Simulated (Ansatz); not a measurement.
**Zinc, hcp: convergence with Methfessel-Paxton smearing**

Computed with Ansatz, LDA, scalar-relativistic PAW, on the relaxed cell (a = 2.571 Å, c = 4.736 Å (c/a = 1.842); spin not included). Errors count from a run at 420 eV on a Γ-centred 23×23×11 mesh with Fermi-Dirac smearing of 0.1 eV, extrapolated to zero width. Fixed here: cutoff 420 eV, mesh 14×14×7. The SCF starts from atomic densities corrected by a trained network.

```csv
width (eV),E(σ→0) error (meV/atom),F error (meV/atom),P (GPa),SCF iterations
0.01,1.6,1.6,0.01,6
0.03,1.6,1.6,0.01,6
0.1,1.6,1.7,0.00,6
0.2,1.8,2.1,0.01,6
0.3,2.4,2.5,0.02,6
0.6,2.5,2.5,-0.01,6
1.0,1.7,3.8,-0.04,6
```
